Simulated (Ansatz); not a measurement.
Input file:

```yaml
crystal:
  periodic: [false, false, false]
  atoms:
    - {symbol: Ge, position_ang: [0.000000, -0.592140, 1.643287]}
    - {symbol: N, position_ang: [0.000000, -0.411013, -3.423477]}
    - {symbol: H, position_ang: [0.000000, 1.003153, 1.780191]}
basis:
  gaussian: {orbitals: cc-pVDZ}
magnetization: {spin_polarized: false, initial_magnetization: 2}
correlation: {method: ccsdt_q, electrons: outside_noble_gas}
```

```sh
$ ansatz run in.yaml --threads 1 --pin off --events-out ev --progress --plain --max-ram 4096MiB --backend cpu
```

Output:

```
815 factors; integrals over basis functions are off by at most 2.4e-7 eV
mean field evaluation 1: about -57957.9373 eV, gradient 2.0e1 eV
mean field evaluation 2: about -57957.9402 eV, gradient 2.0e1 eV
mean field evaluation 4: about -57962.6214 eV, gradient 7.5e0 eV
mean field evaluation 8: about -57963.1645 eV, gradient 1.3e0 eV
mean field evaluation 16: about -57963.1743 eV, gradient 3.1e-2 eV
mean field evaluation 32: about -57963.1907 eV, gradient 1.4e-3 eV
mean field evaluation 64: about -57963.1909 eV, gradient 6.0e-6 eV
mean field evaluation 96: about -57963.1907 eV, gradient 1.3e-4 eV
mean field evaluation 128: about -57963.1781 eV, gradient 6.1e-2 eV
mean field evaluation 160: about -57963.1681 eV, gradient 7.6e-2 eV
...
mean field -57963.19089308 eV, -2130.1079764589 hartree, gradient 1.1e-10 eV, S^2 2.000000; 35 other end points of the search recorded, 0 dependent functions left out
...
determinant -57963.19089308 eV, -2130.1079764589 hartree, with singles and doubles -57968.62220468 eV, -2130.3075734785 hartree
determinant -57963.19073994 eV, -2130.1079708310 hartree, with singles and doubles -57968.62163418 eV, -2130.3075525132 hartree
determinant -57963.18252146 eV, -2130.1076688073 hartree, with singles and doubles -57968.60571153 eV, -2130.3069673664 hartree
determinant -57963.18051534 eV, -2130.1075950840 hartree, with singles and doubles -57968.60399264 eV, -2130.3069041987 hartree
determinant -57963.17536068 eV, -2130.1074056538 hartree, with singles and doubles -57968.63273213 eV, -2130.3079603552 hartree
determinant -57963.17464243 eV, -2130.1073792585 hartree, with singles and doubles -57968.63417460 eV, -2130.3080133649 hartree
determinant -57963.17429704 eV, -2130.1073665654 hartree, with singles and doubles -57968.63086000 eV, -2130.3078915557 hartree
determinant -57963.17151875 eV, -2130.1072644653 hartree, with singles and doubles -57968.63300852 eV, -2130.3079705124 hartree
determinant -57963.17145734 eV, -2130.1072622084 hartree, with singles and doubles -57968.63345216 eV, -2130.3079868160 hartree
determinant -57963.17027612 eV, -2130.1072187996 hartree, with singles and doubles -57968.62207028 eV, -2130.3075685394 hartree
determinant -57963.16832681 eV, -2130.1071471637 hartree, with singles and doubles -57968.62564183 eV, -2130.3076997917 hartree
determinant -57963.16162641 eV, -2130.1069009285 hartree, with singles and doubles -57968.62375689 eV, -2130.3076305212 hartree
determinant -57963.16143380 eV, -2130.1068938502 hartree, with singles and doubles -57968.62366742 eV, -2130.3076272332 hartree
determinant -57961.36214302 eV, -2130.0407711335 hartree, with singles and doubles -57969.74735656 eV, -2130.3489220476 hartree
determinant -57961.36214302 eV, -2130.0407711335 hartree, with singles and doubles -57971.74645991 eV, -2130.4223877406 hartree
determinant -57960.61586344 eV, -2130.0133458648 hartree, with singles and doubles -57969.74061615 eV, -2130.3486743420 hartree
determinant -57960.61586344 eV, -2130.0133458648 hartree, with singles and doubles -57971.75165743 eV, -2130.4225787461 hartree
unrestricted determinant -57967.15861858 eV, -2130.2537876814 hartree, S^2 3.0149
15 core orbitals not correlated: weight in the atoms' cores, before any rotation towards them, 1.000 or more for the frozen orbitals, at most 0.000 for the correlated occupied ones
reference -57961.36214302 eV, -2130.0407711335 hartree; 6, 4 occupied and 25, 27 virtual orbitals, 815 factors
second order -7.79608767 eV of doubles, -0.19332775 eV of singles
...
cycle  29  -10.46643285 eV  change   -4.4e-5 eV  update   1.2e-5
cycle  30  -10.46641917 eV  change    1.4e-5 eV  update   7.1e-6
cycle  31  -10.46642327 eV  change   -4.1e-6 eV  update   4.1e-6
cycle  32  -10.46641888 eV  change    4.4e-6 eV  update   3.1e-6
cycle  33  -10.46641990 eV  change   -1.0e-6 eV  update   2.1e-6
cycle  34  -10.46642309 eV  change   -3.2e-6 eV  update   1.4e-6
cycle  35  -10.46642402 eV  change   -9.4e-7 eV  update   6.2e-7
cycle  36  -10.46642364 eV  change    3.8e-7 eV  update   3.5e-7
cycle  37  -10.46642307 eV  change    5.7e-7 eV  update   2.2e-7
cycle  38  -10.46642278 eV  change    2.9e-7 eV  update   1.5e-7
perturbative correction -0.00711270 eV, -0.0002613869 hartree
WARN: the results are in doubt because among natural orbitals the method converges to other amplitudes
Total energy: -57971.83567850 eV, -2130.4256664632 hartree
In doubt: among natural orbitals the method converges to other amplitudes
```

The determinant lies 1.83 eV above the lowest one of its kind in the log. The T1 diagnostic is 0.331, too large for the energy to be relied on.

Ran on 1 thread of AMD EPYC 7R13, shared host: 93 s wall, 0.4 GiB peak host memory.
